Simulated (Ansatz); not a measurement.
**SiNHF (quartet): B2PLYP, RPA-PBE over vertical spin and charge gaps, cc-pVDZ**

How well do these functionals follow the top wave-function level for SiNHF (quartet) over vertical spin and charge gaps?

Method: cc-pVDZ, all electrons in the functionals, frozen cores in the correlation of double hybrids and RPA; program: Ansatz 0.2.0, Gaussian basis.

The runs, in order: B2PLYP, RPA-PBE, at charge 0, quartet; charge 0, doublet; charge 0, sextet; charge 1, triplet; charge 1, quintet.

7 further runs of the same task are left out: 2 for a known fault of the program, 5 set aside as unsound or not needed.

### 1 The geometry

The geometry is a PBE0/def2-TZVP stationary point (not a proven minimum).

4 atoms, charge 0, spin multiplicity 4.

Atoms are counted from 1 here; the program's logs count them from 0.

Bond lengths: F1–Si3 1.600 Å, N2–Si3 1.831 Å, Si3–H4 1.500 Å. Angles: F1–Si3–N2 105.3°, F1–Si3–H4 106.8°, N2–Si3–H4 106.4°.

No dispersion term is added.

The geometry shown and the zero of energy belong to the point charge 0, quartet. The yardstick, UCCSDT(Q), and other wave-function levels (R restricted, U unrestricted, valence and pair active spaces) come from earlier runs.

### 2 B2PLYP, charge 0, quartet

The input, in.yaml:

```yaml
crystal:
  periodic: [false, false, false]
  atoms:
    - {symbol: F, position_ang: [0.072839, -0.480480, 1.191357]}
    - {symbol: N, position_ang: [0.078200, -0.504380, -1.538768]}
    - {symbol: Si, position_ang: [-0.125489, 0.523752, -0.037976]}
    - {symbol: H, position_ang: [1.037026, 1.471534, -0.014144]}
basis:
  gaussian: {orbitals: cc-pVDZ}
magnetization: {spin_polarized: true, initial_magnetization: 3}
hamiltonian: {xc: {name: B2PLYP}}
correlation: {electrons: outside_noble_gas}
```

Run with:

```
$ ansatz run in.yaml --threads 1 --pin off --events-out ev --progress --plain --max-ram 2560MiB --backend cpu
```

The log of the run:

```text
Functional definition: B2PLYP
  name "B2PLYP"
  cite "Grimme, J. Chem. Phys. 124, 034108 (2006) doi:10.1063/1.2148954"
  cite "Becke, Phys. Rev. A 38, 3098 (1988) doi:10.1103/PhysRevA.38.3098"
  cite "Lee, Yang & Parr, Phys. Rev. B 37, 785 (1988) doi:10.1103/PhysRevB.37.785"
  parameter a = 0.53
  parameter c = 0.27
  exchange = (1 - a)*b88_x + a*exact_x
  correlation = (1 - c)*lyp_c + c*(mp2_os + mp2_ss)
492 factors; integrals over basis functions are off by at most 1.0e-3 eV
mean field evaluation 1: about -12085.8182 eV, gradient 1.9e1 eV
mean field evaluation 2: about -12085.8562 eV, gradient 1.9e1 eV
mean field evaluation 4: about -12087.3487 eV, gradient 2.1e0 eV
mean field evaluation 8: about -12087.3964 eV, gradient 1.3e-1 eV
mean field evaluation 16: about -12087.3977 eV, gradient 1.6e-3 eV
mean field -12087.39774088 eV, -444.2036738450 hartree, gradient 5.4e-6 eV, S^2 3.760590; 0 other end points of the search recorded, 0 dependent functions left out
7 core orbitals not correlated: weight in the atoms' cores, before any rotation towards them, 1.000 or more for the frozen orbitals, at most 0.000 for the correlated occupied ones
reference -12087.39785310 eV, -444.2036779687 hartree; 10, 7 occupied and 34, 37 virtual orbitals, 492 factors
second order -11.78572201 eV of doubles, -0.00000000 eV of singles
Total energy: -12090.57999804 eV, -444.3206196384 hartree
```

It took 1.6 s on 1 thread of AMD EPYC 7R13, shared host.

From the report: ⟨S²⟩ of the determinant 3.761 (pure quartet: 3.75).

### 3 B2PLYP, charge 0, doublet

in.yaml: that of step 2 with these lines changed.

```diff
@@ -9,3 +9,3 @@
   gaussian: {orbitals: cc-pVDZ}
-magnetization: {spin_polarized: true, initial_magnetization: 3}
+magnetization: {spin_polarized: true, initial_magnetization: 1}
 hamiltonian: {xc: {name: B2PLYP}}
```

Launched as before.

The log of the run, cut to the lines that bear on the results:

```text
Functional definition: B2PLYP
  name "B2PLYP"
  cite "Grimme, J. Chem. Phys. 124, 034108 (2006) doi:10.1063/1.2148954"
  cite "Becke, Phys. Rev. A 38, 3098 (1988) doi:10.1103/PhysRevA.38.3098"
  cite "Lee, Yang & Parr, Phys. Rev. B 37, 785 (1988) doi:10.1103/PhysRevB.37.785"
[...]
492 factors; integrals over basis functions are off by at most 1.0e-3 eV
[...]
mean field -12087.78253021 eV, -444.2178145920 hartree, gradient 1.7e-6 eV, S^2 1.543613; 6 other end points of the search recorded, 0 dependent functions left out
7 core orbitals not correlated: weight in the atoms' cores, before any rotation towards them, 1.000 or more for the frozen orbitals, at most 0.000 for the correlated occupied ones
reference -12087.78264220 eV, -444.2178187074 hartree; 9, 8 occupied and 35, 36 virtual orbitals, 492 factors
second order -12.14865233 eV of doubles, -0.00000000 eV of singles
Total energy: -12091.06277833 eV, -444.3383614868 hartree
```

It took 4.7 s on 1 thread of AMD EPYC 7R13, shared host.

From the report: ⟨S²⟩ of the determinant 1.544 (pure doublet: 0.75). The determinant is far from a pure spin state, so its energy mixes those of several spin states (harmless only where they are near-degenerate, as at dissociation).

From charge 0, quartet: -11.1 kcal/mol.

### 4 B2PLYP, charge 0, sextet

in.yaml: that of step 3 with these lines changed.

```diff
@@ -9,3 +9,3 @@
   gaussian: {orbitals: cc-pVDZ}
-magnetization: {spin_polarized: true, initial_magnetization: 1}
+magnetization: {spin_polarized: true, initial_magnetization: 5}
 hamiltonian: {xc: {name: B2PLYP}}
```

Same command.

The log of the run, cut to the lines that bear on the results:

```text
Functional definition: B2PLYP
  name "B2PLYP"
  cite "Grimme, J. Chem. Phys. 124, 034108 (2006) doi:10.1063/1.2148954"
  cite "Becke, Phys. Rev. A 38, 3098 (1988) doi:10.1103/PhysRevA.38.3098"
  cite "Lee, Yang & Parr, Phys. Rev. B 37, 785 (1988) doi:10.1103/PhysRevB.37.785"
[...]
492 factors; integrals over basis functions are off by at most 1.0e-3 eV
[...]
mean field -12080.00867541 eV, -443.9321306975 hartree, gradient 8.4e-6 eV, S^2 8.761450; 2 other end points of the search recorded, 0 dependent functions left out
7 core orbitals not correlated: weight in the atoms' cores, before any rotation towards them, 1.000 or more for the frozen orbitals, at most 0.000 for the correlated occupied ones
reference -12080.00879884 eV, -443.9321352333 hartree; 11, 6 occupied and 33, 38 virtual orbitals, 492 factors
second order -11.40332956 eV of doubles, -0.00000000 eV of singles
Total energy: -12083.08769782 eV, -444.0452826840 hartree
```

Wall time 2.2 s (1 thread of AMD EPYC 7R13, shared host).

From the report: ⟨S²⟩ of the determinant 8.761 (pure sextet: 8.75).

From charge 0, quartet: +172.8 kcal/mol.

### 5 B2PLYP, charge 1, triplet

in.yaml: that of step 4 with these lines changed.

```diff
@@ -9,3 +9,4 @@
   gaussian: {orbitals: cc-pVDZ}
-magnetization: {spin_polarized: true, initial_magnetization: 5}
+total_charge: 1
+magnetization: {spin_polarized: true, initial_magnetization: 2}
 hamiltonian: {xc: {name: B2PLYP}}
```

Launched as before.

The log of the run, cut to the lines that bear on the results:

```text
Functional definition: B2PLYP
  name "B2PLYP"
  cite "Grimme, J. Chem. Phys. 124, 034108 (2006) doi:10.1063/1.2148954"
  cite "Becke, Phys. Rev. A 38, 3098 (1988) doi:10.1103/PhysRevA.38.3098"
  cite "Lee, Yang & Parr, Phys. Rev. B 37, 785 (1988) doi:10.1103/PhysRevB.37.785"
[...]
492 factors; integrals over basis functions are off by at most 1.0e-3 eV
[...]
mean field -12078.21509161 eV, -443.8662177085 hartree, gradient 6.1e-6 eV, S^2 2.121760; 2 other end points of the search recorded, 0 dependent functions left out
7 core orbitals not correlated: weight in the atoms' cores, before any rotation towards them, 1.000 or more for the frozen orbitals, at most 0.000 for the correlated occupied ones
reference -12078.21519536 eV, -443.8662215211 hartree; 9, 7 occupied and 35, 37 virtual orbitals, 492 factors
second order -12.38648515 eV of doubles, -0.00000000 eV of singles
Total energy: -12081.55954635 eV, -443.9891241532 hartree
```

It took 2.7 s on 1 thread of AMD EPYC 7R13, shared host.

From the report: ⟨S²⟩ of the determinant 2.122 (pure triplet: 2.00).

From charge 0, quartet: +208.0 kcal/mol.

### 6 B2PLYP, charge 1, quintet

in.yaml: that of step 5 with these lines changed.

```diff
@@ -10,3 +10,3 @@
 total_charge: 1
-magnetization: {spin_polarized: true, initial_magnetization: 2}
+magnetization: {spin_polarized: true, initial_magnetization: 4}
 hamiltonian: {xc: {name: B2PLYP}}
```

The command is unchanged.

The log of the run, cut to the lines that bear on the results:

```text
Functional definition: B2PLYP
  name "B2PLYP"
  cite "Grimme, J. Chem. Phys. 124, 034108 (2006) doi:10.1063/1.2148954"
  cite "Becke, Phys. Rev. A 38, 3098 (1988) doi:10.1103/PhysRevA.38.3098"
  cite "Lee, Yang & Parr, Phys. Rev. B 37, 785 (1988) doi:10.1103/PhysRevB.37.785"
[...]
492 factors; integrals over basis functions are off by at most 1.0e-3 eV
[...]
mean field -12076.46792082 eV, -443.8020103662 hartree, gradient 3.0e-6 eV, S^2 6.014269; 0 other end points of the search recorded, 0 dependent functions left out
7 core orbitals not correlated: weight in the atoms' cores, before any rotation towards them, 1.000 or more for the frozen orbitals, at most 0.000 for the correlated occupied ones
reference -12076.46802280 eV, -443.8020141140 hartree; 10, 6 occupied and 34, 38 virtual orbitals, 492 factors
second order -10.99833737 eV of doubles, -0.00000000 eV of singles
Total energy: -12079.43757390 eV, -443.9111431038 hartree
```

Wall time 1.7 s (1 thread of AMD EPYC 7R13, shared host).

From the report: ⟨S²⟩ of the determinant 6.014 (pure quintet: 6.00).

From charge 0, quartet: +257.0 kcal/mol.

### 7 RPA-PBE, charge 0, quartet

in.yaml: that of step 6 with these lines changed.

```diff
@@ -9,5 +9,4 @@
   gaussian: {orbitals: cc-pVDZ}
-total_charge: 1
-magnetization: {spin_polarized: true, initial_magnetization: 4}
-hamiltonian: {xc: {name: B2PLYP}}
-correlation: {electrons: outside_noble_gas}
+magnetization: {spin_polarized: true, initial_magnetization: 3}
+hamiltonian: {xc: {name: PBE}}
+correlation: {method: rpa, electrons: outside_noble_gas}
```

The command is unchanged.

The log of the run, cut to the lines that bear on the results:

```text
Functional definition: PBE
  name "PBE"
  cite "Perdew, Burke & Ernzerhof, Phys. Rev. Lett. 77, 3865 (1996) doi:10.1103/PhysRevLett.77.3865"
  parent pbe
[...]
492 factors; integrals over basis functions are off by at most 1.0e-3 eV
[...]
mean field -12088.80343854 eV, -444.2553322809 hartree, gradient 3.4e-6 eV, S^2 3.754719; 0 other end points of the search recorded, 0 dependent functions left out
7 core orbitals not correlated: weight in the atoms' cores, before any rotation towards them, 1.000 or more for the frozen orbitals, at most 0.000 for the correlated occupied ones
reference -12063.37593068 eV, -443.3208886026 hartree; 10, 7 occupied and 34, 37 virtual orbitals, 492 factors
Total energy: -12079.79463330 eV, -443.9242647948 hartree
```

Wall time 1.1 s (1 thread of AMD EPYC 7R13, shared host).

From the report: ⟨S²⟩ of the determinant 3.755 (pure quartet: 3.75).

### 8 RPA-PBE, charge 0, doublet

in.yaml: that of step 7 with these lines changed.

```diff
@@ -9,3 +9,3 @@
   gaussian: {orbitals: cc-pVDZ}
-magnetization: {spin_polarized: true, initial_magnetization: 3}
+magnetization: {spin_polarized: true, initial_magnetization: 1}
 hamiltonian: {xc: {name: PBE}}
```

The command is unchanged.

The log of the run, cut to the lines that bear on the results:

```text
Functional definition: PBE
  name "PBE"
  cite "Perdew, Burke & Ernzerhof, Phys. Rev. Lett. 77, 3865 (1996) doi:10.1103/PhysRevLett.77.3865"
  parent pbe
[...]
492 factors; integrals over basis functions are off by at most 1.0e-3 eV
[...]
mean field -12089.52485305 eV, -444.2818437754 hartree, gradient 7.4e-6 eV, S^2 1.146160; 6 other end points of the search recorded, 0 dependent functions left out
7 core orbitals not correlated: weight in the atoms' cores, before any rotation towards them, 1.000 or more for the frozen orbitals, at most 0.000 for the correlated occupied ones
reference -12062.73948955 eV, -443.2974998226 hartree; 9, 8 occupied and 35, 36 virtual orbitals, 492 factors
Total energy: -12080.38353468 eV, -443.9459065216 hartree
```

It took 3 s on 1 thread of AMD EPYC 7R13, shared host.

From the report: ⟨S²⟩ of the determinant 1.146 (pure doublet: 0.75).

From charge 0, quartet: -13.6 kcal/mol.

### 9 RPA-PBE, charge 0, sextet

in.yaml: that of step 8 with these lines changed.

```diff
@@ -9,3 +9,3 @@
   gaussian: {orbitals: cc-pVDZ}
-magnetization: {spin_polarized: true, initial_magnetization: 1}
+magnetization: {spin_polarized: true, initial_magnetization: 5}
 hamiltonian: {xc: {name: PBE}}
```

Same command.

The log of the run, cut to the lines that bear on the results:

```text
Functional definition: PBE
  name "PBE"
  cite "Perdew, Burke & Ernzerhof, Phys. Rev. Lett. 77, 3865 (1996) doi:10.1103/PhysRevLett.77.3865"
  parent pbe
[...]
492 factors; integrals over basis functions are off by at most 1.0e-3 eV
[...]
mean field -12081.74210491 eV, -443.9958330563 hartree, gradient 7.5e-6 eV, S^2 8.755285; 8 other end points of the search recorded, 0 dependent functions left out
7 core orbitals not correlated: weight in the atoms' cores, before any rotation towards them, 1.000 or more for the frozen orbitals, at most 0.000 for the correlated occupied ones
reference -12055.89100942 eV, -443.0458228198 hartree; 11, 6 occupied and 33, 38 virtual orbitals, 492 factors
Total energy: -12072.44037908 eV, -443.6540009371 hartree
```

It took 4.2 s on 1 thread of AMD EPYC 7R13, shared host.

From the report: ⟨S²⟩ of the determinant 8.755 (pure sextet: 8.75).

From charge 0, quartet: +169.6 kcal/mol.

### 10 RPA-PBE, charge 1, triplet

in.yaml: that of step 9 with these lines changed.

```diff
@@ -9,3 +9,4 @@
   gaussian: {orbitals: cc-pVDZ}
-magnetization: {spin_polarized: true, initial_magnetization: 5}
+total_charge: 1
+magnetization: {spin_polarized: true, initial_magnetization: 2}
 hamiltonian: {xc: {name: PBE}}
```

The command is unchanged.

The log of the run, cut to the lines that bear on the results:

```text
Functional definition: PBE
  name "PBE"
  cite "Perdew, Burke & Ernzerhof, Phys. Rev. Lett. 77, 3865 (1996) doi:10.1103/PhysRevLett.77.3865"
  parent pbe
[...]
492 factors; integrals over basis functions are off by at most 1.0e-3 eV
[...]
mean field -12079.95324763 eV, -443.9300937639 hartree, gradient 5.8e-6 eV, S^2 2.028737; 2 other end points of the search recorded, 0 dependent functions left out
7 core orbitals not correlated: weight in the atoms' cores, before any rotation towards them, 1.000 or more for the frozen orbitals, at most 0.000 for the correlated occupied ones
reference -12053.87769496 eV, -442.9718348781 hartree; 9, 7 occupied and 35, 37 virtual orbitals, 492 factors
Total energy: -12070.91548399 eV, -443.5979620764 hartree
```

It took 1.8 s on 1 thread of AMD EPYC 7R13, shared host.

From the report: ⟨S²⟩ of the determinant 2.029 (pure triplet: 2.00).

From charge 0, quartet: +204.8 kcal/mol.

### 11 RPA-PBE, charge 1, quintet

in.yaml: that of step 10 with these lines changed.

```diff
@@ -10,3 +10,3 @@
 total_charge: 1
-magnetization: {spin_polarized: true, initial_magnetization: 2}
+magnetization: {spin_polarized: true, initial_magnetization: 4}
 hamiltonian: {xc: {name: PBE}}
```

Launched as before.

The log of the run, cut to the lines that bear on the results:

```text
Functional definition: PBE
  name "PBE"
  cite "Perdew, Burke & Ernzerhof, Phys. Rev. Lett. 77, 3865 (1996) doi:10.1103/PhysRevLett.77.3865"
  parent pbe
[...]
492 factors; integrals over basis functions are off by at most 1.0e-3 eV
[...]
mean field -12077.71041672 eV, -443.8476712484 hartree, gradient 3.3e-6 eV, S^2 6.006028; 1 other end points of the search recorded, 0 dependent functions left out
7 core orbitals not correlated: weight in the atoms' cores, before any rotation towards them, 1.000 or more for the frozen orbitals, at most 0.000 for the correlated occupied ones
reference -12052.72111368 eV, -442.9293312998 hartree; 10, 6 occupied and 34, 38 virtual orbitals, 492 factors
Total energy: -12068.73236170 eV, -443.5177338118 hartree
```

Run time: 1.5 s. Hardware: 1 thread of AMD EPYC 7R13, shared host.

From the report: ⟨S²⟩ of the determinant 6.006 (pure quintet: 6.00).

From charge 0, quartet: +255.1 kcal/mol.

### 12 Against the wave-function levels

The yardstick is UCCSDT(Q), where the cluster series has nearly closed. It comes from earlier runs at the same points. Energies in kcal/mol, counted from charge 0, quartet; blanks weren't run or aren't comparable.

| level | quartet to doublet | quartet to sextet | ionisation to the triplet cation | ionisation to the quintet cation |
| --- | --- | --- | --- | --- |
| UCCSDT(Q) |  | 168.1 | 203.0 | 249.6 |
| B2PLYP | -11.1 | 172.8 | 208.0 | 257.0 |
| RPA-PBE | -13.6 | 169.6 | 204.8 | 255.1 |

Largest miss and mean time a point (UCCSDT(Q) took 9 s a point; shared hosts):

| level | largest miss (kcal/mol) | where | time a point |
| --- | --- | --- | --- |
| B2PLYP | +7.3 | ionisation to the quintet cation | 2.6 s |
| RPA-PBE | +5.5 | ionisation to the quintet cation | 2.3 s |

### 13 What came out

| quantity | value |
| --- | --- |
| quartet to sextet, UCCSDT(Q) | 168.1 kcal/mol |
| ionisation to the triplet cation, UCCSDT(Q) | 203.0 kcal/mol |
| ionisation to the quintet cation, UCCSDT(Q) | 249.6 kcal/mol |
| largest miss, B2PLYP | +7.3 kcal/mol (ionisation to the quintet cation) |
| largest miss, RPA-PBE | +5.5 kcal/mol (ionisation to the quintet cation) |

Misses are known at 3 of 4 points at best, and only functionals with that many are ranked. Of the functionals, RPA-PBE keep the smallest largest miss at the points compared (at most 5.5 kcal/mol) and B2PLYP strays most (7.3 kcal/mol, at ionisation to the quintet cation). B2PLYP, RPA-PBE clearly break the spin symmetry at some points (⟨S²⟩ up to 0.79 above the pure value), so energy there is bought with a mixed spin. Functionals and the yardstick converge differently with the basis, so part of each miss in cc-pVDZ is the basis.
